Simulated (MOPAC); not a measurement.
Job for MOPAC: PM7 on H (SMILES [H]), 2S+1 = 2.

```
PM7 1SCF PRECISE CHARGE=0 UHF MS=0.5 THREADS=1
H

H      0.00000000 1     0.00000000 1     0.00000000 1
```

It printed:

```
*******************************************************************************
 **                                                                           **
 **                              MOPAC v23.2.5                                **
 **                                                                           **
 *******************************************************************************
 ** MOPAC's Digital Object Identifier: https://doi.org/10.5281/zenodo.6511958 **
 **                                                                           **
 ** Please cite the open-source release paper for use of this MOPAC version:  **
 ** J. E. Moussa and J. J. P. Stewart (2026)                                  **
 ** MOPAC: An open-source semiempirical molecular orbital program             **
 ** J. Open Source Softw., 11(119), 8025, https://doi.org/10.21105/joss.08025 **
 *******************************************************************************

                              PM7 CALCULATION RESULTS

 *******************************************************************************
 *  PM7        - The PM7 Hamiltonian to be used
 *  UHF        - UNRESTRICTED HARTREE-FOCK CALCULATION
 *
 *
 *
 *                 CHARGE ON SYSTEM = 0
 *
 *
 *
 *  MS=        - IN MECI, MAGNETIC COMPONENT OF SPIN =  0.5
 *  PRECISE    - TIGHTER CRITERIA TO BE USED
 *  1SCF       - DO 1 SCF AND THEN STOP
 *  THREADS=1  - MULTI-THREADING NOT USED
 *  T=         - A TIME OF 172800.0 SECONDS REQUESTED
 *  DUMP=N     - RESTART FILE WRITTEN EVERY 7200.0 SECONDS REQUESTED
 *******************************************************************************
PM7 1SCF PRECISE CHARGE=0 UHF MS=0.5 THREADS=1
 H

   ATOM   CHEMICAL          X               Y               Z
  NUMBER   SYMBOL      (ANGSTROMS)     (ANGSTROMS)     (ANGSTROMS)

     1       H          0.00000000  *   0.00000000  *   0.00000000  *



          CARTESIAN COORDINATES

    NO.       ATOM           X           Y           Z

     1         H          0.0000      0.0000      0.0000

 General Reference for PM7:
 "Optimization of Parameters for Semiempirical Methods VI: More Modifications to the
 NDDO Approximations and Re-optimization of Parameters", J. J. P. Stewart, J. Mol. Mod., 1:32, 19 (2013)
 https://link.springer.com/article/10.1007/s00894-012-1667-x

           Empirical Formula: H  =     1 atoms



      MOLECULAR POINT GROUP   :   R3


          UHF CALCULATION, NO. OF ALPHA ELECTRONS =    1
                           NO. OF BETA  ELECTRONS =    0

 -------------------------------------------------------------------------------
 PM7 1SCF PRECISE CHARGE=0 UHF MS=0.5 THREADS=1
 H



     1SCF WAS SPECIFIED, SO BFGS WAS NOT USED
     SCF FIELD WAS ACHIEVED


                              PM7 CALCULATION
                                                       MOPAC v23.2.5 Linux




          FINAL HEAT OF FORMATION =         52.10200 KCAL/MOL =     217.99477 KJ/MOL


          COSMO AREA              =         21.24 SQUARE ANGSTROMS
          COSMO VOLUME            =          9.20 CUBIC ANGSTROMS

          IONIZATION POTENTIAL    =         11.070112 EV
          ALPHA SOMO LUMO (EV)    =        -11.070
          NO. OF ALPHA ELECTRONS  =          1
          NO. OF BETA  ELECTRONS  =          0
          MOLECULAR WEIGHT        =          1.0079         POINT GROUP:  R3


          SCF CALCULATIONS        =          1





   ATOM   CHEMICAL          X               Y               Z
  NUMBER   SYMBOL      (ANGSTROMS)     (ANGSTROMS)     (ANGSTROMS)

     1       H          0.00000000  *   0.00000000  *   0.00000000  *

                             CARTESIAN COORDINATES

   1    H        0.000000000     0.000000000     0.000000000


           Empirical Formula: H  =     1 atoms



      MOLECULAR POINT GROUP   :   R3


          ALPHA EIGENVALUES
 -11.07011


           BETA EIGENVALUES
   3.07954


              NET ATOMIC CHARGES AND DIPOLE CONTRIBUTIONS

  ATOM NO.   TYPE          CHARGE      No. of ELECS.   s-Pop
    1          H           0.000000        1.0000     1.00000
 DIPOLE           X         Y         Z       TOTAL
 POINT-CHG.     0.000     0.000     0.000     0.000
 HYBRID         0.000     0.000     0.000     0.000
 SUM            0.000     0.000     0.000     0.000


          ATOMIC ORBITAL ELECTRON POPULATIONS

     Atom    s
    1  H   1.00000


                    (SZ)    =    0.500000
                    (S**2)  =    0.750000


          ATOMIC ORBITAL SPIN POPULATIONS

    Atom   Total    s
         Atomic
    1  H  1.0000  1.000

 **********************
 *                    *
 * JOB ENDED NORMALLY *
 *                    *
 **********************




 == MOPAC DONE ==
```

The run finished.

Cost: about 0.03 core-seconds (a rough figure).
